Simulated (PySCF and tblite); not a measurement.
Values are calculated unless marked as measured or tabulated.
C3H7N, numbered as in [NH2:1][CH:2]1[CH2:3][CH2:4]1.

The ensemble was built from 90 distance-geometry starts (ETKDG and KDG, MMFF94s, GFN2-xTB) and rests on PBE0-D3(BJ)/def2-SVP geometries. Weights use PBE0-D3(BJ)/def2-TZVP (IEF-PCM, chloroform) energies plus GFN2-xTB zero-point and thermal terms (modes under about 100 cm⁻¹ blended into free rotors). Symmetry numbers and mirror images are counted. Conformers within 3 kcal/mol (GFN2-xTB free energy) were kept, 8 at most. Couplings: B3LYP/pcJ-1 (gas phase; spin-dipole term only for pairs with B, N, F, Si or P). Couplings are for ¹³C, ¹H, ¹⁵N. Of two unlike H on one atom, a is the less shielded (PBE0/pcSseg-1 (IEF-PCM, chloroform)). Codes: tblite and PySCF.

Torsions listed: H1–N1–C2–C3. Of a mirror pair one member is shown.

```tsv
conformer	shape	weight %
1	-155°	90.9
2	-27°	9.1
```

**Question.** Give the couplings in each conformer and the averages at 298.15 K (pairs that fast motion interchanges averaged).

**Answer.** 
| coupling | pairs | 1 | 2 | average (Hz) |
| --- | --- | --- | --- | --- |
| ¹J(N1,C2) | 1 | -8.5 | -5.2 | -8.2 |
| ²J(N1,C3) | 2 | -3.4 | 0.0 | -3.1 |
| ¹J(N1,H1) | 2 | -66.9 | -65.7 | -66.8 |
| ²J(N1,H2) | 1 | 1.0 | -9.1 | 0.1 |
| ³J(N1,H3b) | 2 | -3.5 | -2.2 | -3.4 |
| ³J(N1,H3a) | 2 | -1.7 | -0.9 | -1.6 |
| ¹J(C2,C3) | 2 | 17.5 | 15.7 | 17.3 |
| ²J(H1,C2) | 2 | -2.6 | -3.5 | -2.7 |
| ¹J(C2,H2) | 1 | 171.5 | 177.5 | 172.0 |
| ²J(C2,H3b) | 2 | -3.3 | -3.1 | -3.2 |
| ²J(C2,H3a) | 2 | -0.5 | -0.9 | -0.5 |
| ¹J(C3,C4) | 1 | 16.9 | 13.6 | 16.6 |
| ³J(H1,C3) | 4 | 5.4 | 4.0 | 5.2 |
| ²J(H2,C3) | 2 | 1.9 | 0.6 | 1.8 |
| ¹J(C3,H3b) | 2 | 170.2 | 164.6 | 169.7 |
| ¹J(C3,H3a) | 2 | 167.7 | 168.4 | 167.7 |
| ²J(C3,H4b) | 2 | -2.0 | -1.9 | -2.0 |
| ²J(C3,H4a) | 2 | -2.1 | -2.6 | -2.2 |
| ²J(H1,H1) | 1 | -9.0 | -10.0 | -9.1 |
| ³J(H1,H2) | 2 | 1.4 | 8.1 | 2.0 |
| ³J(H2,H3b) | 2 | 3.6 | 4.4 | 3.7 |
| ³J(H2,H3a) | 2 | 7.2 | 8.1 | 7.3 |
| ²J(H3b,H3a) | 2 | -4.5 | -6.0 | -4.7 |
| ³J(H3b,H4b) | 1 | 11.4 | 11.5 | 11.4 |
| ³J(H3b,H4a) | 2 | 6.9 | 6.9 | 6.9 |
| ³J(H3a,H4a) | 1 | 10.4 | 10.9 | 10.4 |

Only couplings over up to 3 bonds are listed; longer-range ones, if any, are left out.
